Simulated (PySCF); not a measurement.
Molecule: `C[C@@H]1CC[NH2+]C1`, [C$_{5}$H$_{12}$N]+.

Geometry (Å), atoms numbered from 1 in this order:
```xyz
18

C     1.965   -0.134    0.269
C     0.694   -0.264   -0.565
C    -0.060    1.082   -0.678
C    -1.471    0.805   -0.168
N    -1.266   -0.312    0.789
C    -0.323   -1.218    0.085
H     2.641    0.577   -0.195
H     1.750    0.212    1.278
H     2.480   -1.089    0.332
H     0.967   -0.638   -1.551
H     0.431    1.835   -0.062
H    -0.078    1.454   -1.698
H    -1.934    1.663    0.317
H    -2.121    0.456   -0.971
H    -0.811    0.050    1.634
H    -2.137   -0.776    1.064
H     0.142   -1.918    0.777
H    -0.879   -1.778   -0.669
```

Total charge +1.

Frames of a GFN2-xTB Langevin trajectory at 300 K; GIAO PBE0/pcSseg-1 shieldings in PySCF 2.14, gas phase, non-relativistic; equivalent atoms averaged within each frame.

δ = σ(ref) − σ, references computed at the same level: $^{13}$C (186.93 ppm) and $^{1}$H (31.72 ppm) against TMS; $^{15}$N (267.73 ppm) vs NH3. The references are static minima.

**Question.** How do the shifts (ppm) fluctuate along the trajectory?

**Answer.** 
```
         time (fs)    C6    C4    C2    C3    C1    N5   H16   H15   H10   H17
               250  56.6  52.8  35.3  30.3  27.5  78.9  6.71  4.99  3.53  3.46
               425  50.0  56.2  37.0  34.0  28.6  62.5  3.81  3.95  3.07  2.52
               625  65.0  54.3  34.4  33.4  24.4  79.2  3.83  4.83  3.11  3.50
               800  61.9  46.3  37.2  39.1  29.1  74.6  5.89  5.65  2.64  3.34
              1000  64.5  52.5  29.7  32.3  27.1  59.5  2.98  3.98  2.48  3.37
    mean of frames  59.6  52.4  34.7  33.8  27.3  70.9  4.64  4.68  2.97  3.24
standard deviation   6.3   3.7   3.0   3.2   1.9   9.3  1.58  0.72  0.42  0.41
```

5 frames give an uncertainty of the mean of about the standard deviation over 2.2 at best, since frames this close in time may not be independent; classical motion lacks zero-point vibration, and the reference would need the same averaging.
